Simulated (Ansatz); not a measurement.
**MgSiH3 radical (SMILES [MgH][SiH2]): single points off equilibrium**

One table from this session's results is given with a row withheld; the runs are named, their logs left out.

Program: Ansatz 0.2.0, Gaussian basis. Level of theory: single points in def2-TZVPP. These are calculated values, not measurements.

Cores are frozen in the correlated methods. The outer core shell of Li, Na, Mg and K is correlated. Orbitals are unrestricted.

## The starting structure

SMILES `[MgH][SiH2]`, 5 atoms, charge 0, spin multiplicity 2.

Atoms are counted from 1 here; the program's logs count them from 0.

Bond lengths: Mg1–Si2 2.576 Å, Mg1–H3 1.600 Å, Si2–H4 1.582 Å, Si2–H5 1.358 Å. Angles: Si2–Mg1–H3 166.2°, Mg1–Si2–H4 114.3°, Mg1–Si2–H5 130.0°, H4–Si2–H5 114.0°.

Geometry (Å):

```xyz
5
charge 0, multiplicity 2
Mg    0.2061   -1.0453    1.1037
Si   -0.6602    1.0136   -0.1788
H     0.7651   -2.0762    2.1919
H    -1.9736    0.7515   -1.0199
H    -0.0339    2.1795   -0.4834
```

Set-up of the first run:

run/in.yaml reads:

```yaml
crystal:
  periodic: [false, false, false]
  atoms:
    - {symbol: Mg, position_ang: [0.206090, -1.045316, 1.103671]}
    - {symbol: Si, position_ang: [-0.660201, 1.013643, -0.178794]}
    - {symbol: H, position_ang: [0.765097, -2.076181, 2.191919]}
    - {symbol: H, position_ang: [-1.973598, 0.751491, -1.019922]}
    - {symbol: H, position_ang: [-0.033901, 2.179516, -0.483359]}
basis:
  gaussian: {orbitals: def2-TZVPP}
magnetization: {spin_polarized: true, initial_magnetization: 1}
hamiltonian: {xc: pbe, dispersion: d4}
output: {forces: true}
```

Started as:

```console
$ ansatz run in.yaml --threads 2 --pin off --events-out ev --progress --plain --max-ram 3481MiB
```

Steps of the session up to this table: PBE-D4/def2-TZVPP; r2SCAN-D4/def2-TZVPP; PBE0-D4/def2-TZVPP; wB97M-V/def2-TZVPP; CCSD(T)/def2-TZVPP.

One table of the session follows, with a row left open; its other results are not shown here.

| method | RMS force component (eV/Å) | angle to CCSD(T) forces (°) | dipole (D) |
| --- | --- | --- | --- |
| PBE-D4 | ? | ? | ? |
| r2SCAN-D4 | 1.457 | 1.6 | 0.87 |
| PBE0-D4 | 1.474 | 1.5 | 0.88 |
| wB97M-V | 1.433 | 1.8 | 0.93 |
| CCSD(T) | 1.449 | reference | 1.01 |

**Question.** Estimate the row for PBE-D4.

**Answer.** RMS force component (eV/Å): 1.482; angle to CCSD(T) forces (°): 3.7; dipole (D): 0.80. In the column «RMS force component (eV/Å)» it is the highest.
